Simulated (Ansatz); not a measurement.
Basis-set series for `CSC(C)(F)F`. Charge 0, multiplicity 1. The structure was optimised at the PBE0-D4/def2-TZVP level. It is one conformer, not always the lowest.

```xyz
12

C     1.5869   -0.5925   -0.7720
S    -0.0881   -0.6482   -1.4231
C    -0.9005    0.5172   -0.2924
C    -0.9740    0.0980    1.1479
F    -2.1547    0.6695   -0.7879
F    -0.3014    1.7378   -0.3693
H     2.1990   -1.1558   -1.4769
H     1.6635   -1.0645    0.2078
H     1.9525    0.4331   -0.7335
H    -1.4985    0.8716    1.7120
H     0.0272   -0.0211    1.5604
H    -1.5119   -0.8452    1.2270
```

```csv
functional,basis,functions,energy (Eh),HOMO (eV),LUMO (eV)
PBE0-D4,def2-SVP,118,-714.98114,-6.89,1.03
PBE0-D4,def2-QZVPP,535,-715.52510,-7.02,0.21
ωB97M-V,def2-SVP,118,-715.30364,-9.12,3.08
ωB97M-V,def2-QZVPP,535,-715.85798,-9.28,1.62
```

**Question.** Give the rows for def2-TZVPP. (An estimate is asked.)

**Answer.** Computed: 
| functional | basis | functions | energy (Eh) | HOMO (eV) | LUMO (eV) |
| --- | --- | --- | --- | --- | --- |
| PBE0-D4 | def2-TZVPP | 281 | -715.49627 | -6.99 | 0.48 |
| ωB97M-V | def2-TZVPP | 281 | -715.83033 | -9.24 | 2.32 |

Positive LUMOs are unbound and depend on the basis.
